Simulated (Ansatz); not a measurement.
Bulk modulus (GPa) of solids drawn from the class of elemental solids other than molecular ones, at two levels: PBE in Ansatz (PAW), and PBE0 (Ansatz, a first-principles code, PAW).

```csv
solid,PBE,PBE0,shift (%)
fcc Ca,17.4,17.9,+2.9
bcc Cs,1.96,1.94,-1.0
bcc Mo,259,292,+12.7
diamond,433,471,+8.8
diamond-structure Ge,59.0,74.1,+26
bcc K,3.58,3.46,-3.4
bcc Ta,194,185,-4.6
```

The shifts run from -4.6 % to +26 %, with a median of +2.9 %.

Of 7 rows, PBE0 is the larger in 4 and the smaller in 3.

Ansatz's runs of these crystals have no spin polarisation.

Spin–orbit coupling is left out, also for the solids with elements from indium on (bcc Cs, bcc Ta); its size isn't shown.

Exact exchange on metals is sensitive to the k mesh.

Each level is taken at its own relaxed cell. Caveats: the gap of the solid is closed in this run (PBE: diamond-structure Ge). Ansatz's density-functional and Hartree–Fock values are scalar-relativistic unless marked +SOC, with PAW data made under PBE.
